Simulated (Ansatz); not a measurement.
# SiN2H4 (SMILES N=[SiH]N): functionals against CCSD(T) at one geometry

The task here is to estimate one member of a computed series from the others.

The runs use Ansatz 0.2.0, Gaussian basis; single points in def2-TZVPP.

Correlated methods freeze the cores.

## The system as given

7 atoms, charge 0, spin multiplicity 1.

Atoms are counted from 1 here; the program's logs count them from 0.

Bond lengths: N1–Si2 1.606 Å, N1–H4 1.004 Å, Si2–N3 1.683 Å, Si2–H5 1.456 Å, N3–H6 0.993 Å, N3–H7 1.007 Å. Angles: Si2–N1–H4 123.8°, N1–Si2–N3 118.1°, N1–Si2–H5 134.5°, N3–Si2–H5 107.3°, Si2–N3–H6 127.9°, Si2–N3–H7 119.7°, H6–N3–H7 107.3°.

Geometry (Å):

```
atom     x (Å)     y (Å)     z (Å)
  N1  -1.05411  -0.91446  -0.98492
 Si2  -0.33023   0.32351  -0.26306
  N3   0.94255  -0.00490   0.78824
  H4  -1.76690  -0.81442  -1.68536
  H5  -0.48169   1.77006  -0.32279
  H6   1.33658   0.59391   1.47512
  H7   1.11480  -0.95260   1.08227
```

The first run:

File run/in.yaml:

```yaml
crystal:
  periodic: [false, false, false]
  atoms:
    - {symbol: N, position_ang: [-1.054105, -0.914458, -0.984924]}
    - {symbol: Si, position_ang: [-0.330231, 0.323508, -0.263057]}
    - {symbol: N, position_ang: [0.942549, -0.004898, 0.788237]}
    - {symbol: H, position_ang: [-1.766899, -0.814422, -1.685359]}
    - {symbol: H, position_ang: [-0.481690, 1.770056, -0.322794]}
    - {symbol: H, position_ang: [1.336576, 0.593906, 1.475120]}
    - {symbol: H, position_ang: [1.114804, -0.952603, 1.082269]}
basis:
  gaussian: {orbitals: def2-TZVPP}
hamiltonian: {xc: pbe, dispersion: d4}
output: {forces: true}
```

Run with:

```console
$ ansatz run in.yaml --threads 2 --pin off --events-out ev --progress --plain --max-ram 3481MiB
```

Among the steps run: PBE-D4/def2-TZVPP; r2SCAN-D4/def2-TZVPP; PBE0-D4/def2-TZVPP; wB97M-V/def2-TZVPP; CCSD(T)/def2-TZVPP.

One table of the session follows, with a row left open; its other results are not shown here.

| method | RMS force component (eV/Å) | angle to CCSD(T) forces (°) | dipole (D) |
| --- | --- | --- | --- |
| PBE-D4 | 0.430 | 21.7 | 2.92 |
| r2SCAN-D4 | 0.401 | 11.8 | 3.05 |
| PBE0-D4 | 0.444 | 17.6 | 3.13 |
| wB97M-V | ? | ? | ? |
| CCSD(T) | 0.349 | reference | 3.02 |

Estimate the missing values for wB97M-V.

As computed: RMS force component (eV/Å): 0.441; angle to CCSD(T) forces (°): 20.3; dipole (D): 3.21. In the column «RMS force component (eV/Å)» it lies between PBE-D4 (0.430) and PBE0-D4 (0.444).

To keep in mind: The reference is not at the basis limit: in triple zeta CCSD(T) underbinds, which counts against methods that bind more; the gaps are no ranking.
